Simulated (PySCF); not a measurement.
**Curvature of the energy in the electron number along the second row**

Calculated with PySCF 2.14, in aug-pcseg-2, non-relativistic: one orbital is emptied in steps, and each cell gives the departure of E from the straight line at half an electron, in eV (from a cubic fit). The exact functional gives zero.

```tsv
species	orbital	LDA	PBE	r2SCAN	PBE0	BHandHLYP	LC-wPBE	wB97X	UHF
B	2p alpha	-1.18	-1.17	-1.05	-0.84	-0.53	-0.14	-0.20	0.14
C	2p alpha	-1.44	-1.40	-1.28	-0.98	-0.58	-0.26	-0.32	0.25
N	2p alpha	-1.70	-1.64	-1.47	-1.14	-0.64	-0.42	-0.47	0.37
Ne	2p beta	-2.21	-2.11	-1.85	-1.38	-0.68	-0.76	-0.76	0.77
```

Question: How does the mean departure depend on the functional?

Answer: LDA -1.63 eV; PBE -1.58 eV; r2SCAN -1.41 eV; PBE0 -1.08 eV; BHandHLYP -0.61 eV; LC-wPBE -0.39 eV; wB97X -0.44 eV; UHF 0.38 eV. Semilocal functionals are convex (delocalisation error), Hartree-Fock is concave or straight, and exact exchange removes curvature roughly in proportion to its share, so among the functionals the range-separated hybrids usually come closest to zero.
